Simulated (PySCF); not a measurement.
F2.
InChI=1S/F2/c1-2

The calculation used PBE0-D3(BJ)/def2-SVP geometry optimisation, gas phase in PySCF.

Take the most abundant isotopes and a rigid rotor. 

Problem. What are the moment of inertia and the rotational constant?

Solution. I = 18.001 u·Å², B = 505379 MHz·u·Å²/I = 28076 MHz (0.9365 cm⁻¹, or 1.347 K as hB/k). For two atoms I = μr² with μ = 9.4992 u and r = 1.3766 Å.

Problem. List the first levels of a rigid rotor in a Σ state.

Solution. E(J) = BJ(J+1): J = 1: 1.873, J = 2: 5.619, J = 3: 11.238, J = 4: 18.730, J = 5: 28.095, J = 6: 39.333 cm⁻¹.

Problem. Has it a pure rotational spectrum?

Solution. Not by electric dipole: D∞h allows no dipole (computed 0.00 D). Rotational Raman lines (ΔJ = 2) lie at B(4J + 6), spaced by 4B = 3.746 cm⁻¹, with nuclear-spin weights that differ between even and odd J.

Problem. Estimate the classical rotational partition function at 10 K, 50 K and 100 K.

Solution. Point group D∞h, symmetry number σ = 2; q = kT/(σhB), k/h = 20836.6 MHz/K: 3.7 at 10 K, 18.6 at 50 K, 37.1 at 100 K.

No PBE0-D3(BJ)/def2-SVP frequencies stand behind this structure, so it isn't proved a minimum. No vibrational averaging or centrifugal distortion is included, and the geometry carries the error of its method.

The run took 0.9 s of wall time on one thread, AMD EPYC 9R45 (x86_64), no GPU, on a shared host, and the process peaked at 0.23 GiB of memory. These figures are those of the optimisation.
